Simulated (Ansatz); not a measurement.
Results of Hartree–Fock (Ansatz, an electronic-structure program, PAW) for fcc Sr.

Numerical settings: plane-wave cutoff 460 eV, 10×10×10 k mesh, Fermi–Dirac smearing 0.05 eV, scalar-relativistic PAW data made under PBE.

Equation-of-state points:

```
V (Å³/atom)  E − E_lowest (meV/atom)
-----------  -----------------------
65.200                          6.01
66.916                          1.56
68.632                          0.00
70.348                          1.00
72.064                          4.26
```

### Question
Estimate the bulk modulus and its pressure derivative from these points.

### Answer
V0 = 68.786 Å³/atom, B0 = 9.46 GPa, B′ = 3.9 (fit to the energies at full precision).

Measured, for comparison: bulk modulus 12.5 GPa (corrected for temperature and zero-point phonon effects, our sources range from 12.0 to 12.5; as tabulated in Levämäki et al. (2014), arXiv:1402.3671); equilibrium volume per atom 55.22 Å³/atom (low-temperature or extrapolated to 0 K; zero-point anharmonic expansion removed; as tabulated in Csonka et al. (2009), arXiv:0903.4037). Computed (rounded) less measured: bulk modulus -24 % (-21 % to -24 % over the range), equilibrium volume per atom +24.6 %.

Note: the cell is over a tenth larger than the published one (another phase or state, or a fault of the published cell, is possible).

Computed values are for the static lattice.
